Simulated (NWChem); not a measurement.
Molecule: C2H3O, doublet; SMILES C[C]=O

In the optimisation the excess spin sits in a' (Cs, its own frame).

Q: Give the equilibrium geometry at PBE-D3(BJ)/def2-SVP, spin-unrestricted (NWChem) as a list of bonds and angles, with the point group.

A: point group Cs; any orientation.
Bonds (Å): C1–C2 1.506, C1–H4 1.109, C1–H5 1.109, C1–H6 1.112, C2–O3 1.194. Angles (°): C2–C1–H4 108.7, C2–C1–H5 108.7, C2–C1–H6 112.0, H4–C1–H5 106.4, H4–C1–H6 110.4, H5–C1–H6 110.4, C1–C2–O3 129.0.
